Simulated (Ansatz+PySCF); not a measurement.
## doublet C₂H₂(+): levels of theory in one basis

```yaml
atoms:
  - { symbol: C, position_ang: [0.0000, 0.0000, -0.6217] }
  - { symbol: C, position_ang: [0.0000, 0.0000, 0.6217] }
  - { symbol: H, position_ang: [0.0000, 0.0000, 1.6813] }
  - { symbol: H, position_ang: [0.0000, 0.0000, -1.6813] }
```

Basis set: cc-pVTZ (spherical functions). Frozen core: 2 orbitals. Correlation on ROHF uses semicanonical orbitals with singles. Charge 1, multiplicity 2.

Computed with Ansatz (development build ahead of 0.2.0) and PySCF 2.14.0; each method stands on the lowest determinant of its kind that the runs found.

```
  method  E − E(ROHF) (eV)  <S²> of the determinant
    ROHF              0.00                     0.75
     UHF             -0.07                     0.75
ROHF-MP2             -6.81                        –
 UHF-MP2             -6.80                     0.75
```

Question: What does ROHF-CCSD(T) give on the same scale?

Answer: -7.75 eV.

Caution for ROHF-MP2, UHF-MP2: MP2 on this radical cation hangs on the determinant chosen.
